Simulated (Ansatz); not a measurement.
Bulk modulus B0 (GPa) of solids drawn from the class of silicides and borides, at two levels: PBE in Ansatz (PAW), and r²SCAN+rVV10 (Ansatz, a first-principles code, plane waves, PAW).

| solid | PBE | r²SCAN+rVV10 | shift (%) |
|---|---|---|---|
| C11b MoSi2 | 204 | 221 | +8.3 |
| AlB2-type TiB2 | 250 | 260 | +4.0 |
| CaB6-type CaB6 | 150 | 157 | +4.7 |
| AlB2-type MgB2 | 143 | 150 | +4.9 |
| AlB2-type HfB2 | 248 | 258 | +4.0 |
| AlB2-type ZrB2 | 238 | 245 | +2.9 |
| CaB6-type LaB6 | 174 | 182 | +4.6 |
| C11b WSi2 | 217 | 236 | +8.8 |
| A15 Mo3Si | 249 | 269 | +8.0 |

The shifts run from +2.9 % to +8.8 %, with a median of +4.7 %.

Of 9 rows, r²SCAN+rVV10 is the larger in 9 and the smaller in 0.

Ansatz's runs of these crystals have no spin polarisation.

Spin–orbit coupling is left out, also for the solids with elements from indium on (AlB2-type HfB2, CaB6-type LaB6, C11b WSi2); its size isn't shown.

In Ansatz's fits of the non-cubic solids, shape and atoms are relaxed at each volume.

Each level is taken at its own relaxed cell. Caveats: the gap of the solid is closed in this run (PBE: CaB6-type CaB6). Ansatz's density-functional and Hartree–Fock values are scalar-relativistic unless marked +SOC, with PAW data made under PBE.
